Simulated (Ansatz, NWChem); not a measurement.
From Ansatz to NWChem

Ansatz 0.2.0 runs this on AlCl (aluminium monochloride):

in.yaml:
```yaml
basis:
  gaussian: {orbitals: aug-cc-pVTZ}
crystal:
  periodic: [false, false, false]
  atoms:
    - {symbol: Al, position_ang: [0.000000, 0.000000, -1.065087]}
    - {symbol: Cl, position_ang: [0.000000, 0.000000, 2.130113]}
hamiltonian: {xc: {name: CAM-B3LYP}}
accuracy: high
output: {orbitals: {seedname: orbitals}}
```

```bash
$ ansatz run in.yaml --threads 1 --pin off --max-ram 3480MiB --events-out events.jsonl --progress --plain --runs-dir runs
```

The Al1–Cl2 distance was set to 3.195 Å, away from the relaxed value.

It gives a total energy of -702.658139 Eh.

**Question.** Translate the job to NWChem 7.3.0 as an input file of the program's own.

**Answer.** For example:

run.nw:
```
START run
memory 2200 mb
charge 0
GEOMETRY noautosym nocenter noautoz
Al    0.000000    0.000000   -1.065087
Cl    0.000000    0.000000    2.130113
END
BASIS spherical bse
* library aug-cc-pVTZ
END
DFT
xc xcamb88 1.00 lyp 0.81 vwn_5 0.19 hfexch 1.00
cam 0.33 cam_alpha 0.19 cam_beta 0.46
grid fine
convergence energy 1e-08
direct
maxiter 100
mulliken
noprint "final vectors analysis"
END
TASK dft energy
```

```bash
$ nwchem run.nw > run.out
```

Its energy is -702.658139 Eh, 0.000 mEh from the first.
